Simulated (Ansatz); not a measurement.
**BH3S2 (SMILES SBS) at RPA@PBE/aug-cc-pVDZ**

What is the vertical electron affinity of BH3S2 at RPA@PBE/aug-cc-pVDZ? 

The calculation is run with Ansatz 0.2.0.

37 further runs of the same task are left out: 2 that didn't finish, 35 set aside as unsound or not needed. Runs told in other sessions of the task aren't counted.

## 1. Starting point

BH3S2: 6 atoms, total charge 0, spin state singlet. SMILES: `SBS`. Geometry: relaxed at PBE0-D4/def2-TZVP. This is one conformer, not always the lowest.

Bond lengths: S1–B2 1.783 Å, B2–S3 1.787 Å, S1–H4 1.346 Å, B2–H5 1.190 Å, S3–H6 1.342 Å. Angles: S1–B2–S3 122.5°, S1–B2–H5 116.2°, S3–B2–H5 121.4°, B2–S1–H4 98.9°, B2–S3–H6 97.3°.

## 2. A single-point energy at RPA@PBE/aug-cc-pVDZ

File run.yaml:

```yaml
crystal:
  periodic: [false, false, false]
  atoms:
    - {symbol: S, position_ang: [-0.819900, -0.605200, -1.516500]}
    - {symbol: B, position_ang: [0.091400, -0.453600, 0.008900]}
    - {symbol: S, position_ang: [0.333100, 1.114800, 0.829800]}
    - {symbol: H, position_ang: [-1.145600, 0.688100, -1.694600]}
    - {symbol: H, position_ang: [0.535500, -1.462200, 0.457500]}
    - {symbol: H, position_ang: [1.047600, 0.654100, 1.868800]}
basis:
  gaussian:
    orbitals: aug-cc-pVDZ
hamiltonian:
  xc: pbe
correlation:
  method: rpa
  frozen_orbitals: {B: 1, H: 0, S: 5}
accuracy: high
```

On the command line:

```
$ ansatz run run.yaml --threads 1 --pin off --max-ram 2610MiB --events-out events.jsonl --progress --plain --runs-dir runs
```

The log of the run:

```text
Warning: RAYON_NUM_THREADS=1 ignored (pool sized by the plan → 1); use --threads N
Functional definition: PBE
  name "PBE"
  parameter kappa = 0.804
  parameter beta = 0.06672455060314922
  exchange = pbe_x(kappa = kappa, mu = beta*pi^2/3)
  correlation = pbe_c(beta = beta)
2086 factors; integrals over basis functions are off by at most 3.4e-9 eV
mean field evaluation 1: about -22383.1172 eV, gradient 3.4e1 eV
mean field evaluation 2: about -22383.1128 eV, gradient 3.4e1 eV
mean field evaluation 4: about -22386.9119 eV, gradient 7.0e0 eV
mean field evaluation 8: about -22387.0644 eV, gradient 1.6e-1 eV
mean field evaluation 16: about -22387.0645 eV, gradient 8.0e-6 eV
mean field -22387.06447451 eV, -822.7094449409 hartree, gradient 2.0e-8 eV, S^2 0.000000; 0 other end points of the search recorded, 0 dependent functions left out
11 core orbitals not correlated: weight in the atoms' cores, before any rotation towards them, 1.000 or more for the frozen orbitals, at most 0.000 for the correlated occupied ones
reference -22354.97027403 eV, -821.5300048277 hartree; 9, 9 occupied and 84, 84 virtual orbitals, 2086 factors
Total energy: -22372.56890849 eV, -822.1767427152 hartree
```

Wall time 21 s (1 thread of Arm Neoverse N1, shared host); peak memory 0.37 GiB.

## 3. The doublet anion, same level

File run.yaml:

```yaml
basis:
  gaussian:
    orbitals: aug-cc-pVDZ
crystal:
  periodic: [false, false, false]
  atoms:
    - symbol: S
      position_ang: [-0.819900, -0.605200, -1.516500]
    - symbol: B
      position_ang: [0.091400, -0.453600, 0.008900]
    - symbol: S
      position_ang: [0.333100, 1.114800, 0.829800]
    - symbol: H
      position_ang: [-1.145600, 0.688100, -1.694600]
    - symbol: H
      position_ang: [0.535500, -1.462200, 0.457500]
    - symbol: H
      position_ang: [1.047600, 0.654100, 1.868800]
total_charge: -1
magnetization:
  spin_polarized: true
  initial_magnetization: 1
hamiltonian:
  xc: {name: PBE}
correlation:
  method: rpa
  frozen_orbitals: {B: 1, H: 0, S: 5}
accuracy: high
```

On the command line:

```
$ ansatz run run.yaml --threads 1 --pin off --max-ram 2610MiB --events-out events.jsonl --progress --plain --runs-dir runs
```

The log of the run (excerpt; [...] marks lines left out):

```text
Warning: RAYON_NUM_THREADS=1 ignored (pool sized by the plan → 1); use --threads N
[... 2 set-up lines as earlier in the session ...]
[...]
2087 factors; integrals over basis functions are off by at most 3.4e-9 eV
[...]
mean field -22386.70130462 eV, -822.6960986936 hartree, gradient 4.2e-8 eV, S^2 0.750270; 12 other end points of the search recorded, 0 dependent functions left out
11 core orbitals not correlated: weight in the atoms' cores, before any rotation towards them, 1.000 or more for the frozen orbitals, at most 0.000 for the correlated occupied ones
reference -22353.80202478 eV, -821.4870724594 hartree; 10, 9 occupied and 83, 84 virtual orbitals, 2087 factors
Total energy: -22372.25397453 eV, -822.1651691055 hartree
```

Run time: 2.1 min. Hardware: 1 thread of Arm Neoverse N1, shared host; peak memory 0.51 GiB.

## 4. What came out

At RPA@PBE/aug-cc-pVDZ, 11 core orbitals frozen:

| quantity | value |
| --- | --- |
| singlet BH3S2: total energy | -822.17674 Eh |
| singlet BH3S2: RPA correlation energy (valence) | -646.7 mEh |
| doublet anion: total energy | -822.16517 Eh |
| doublet anion: RPA correlation energy (valence) | -678.1 mEh |
| doublet anion: ⟨S²⟩ of the reference determinant | 0.750 |
| vertical electron affinity (to the doublet anion) | -0.315 eV |

What this shows: The anion lies 0.31 eV (7.3 kcal/mol) above the neutral: the electron isn't bound at this level, and such a value depends on the basis.
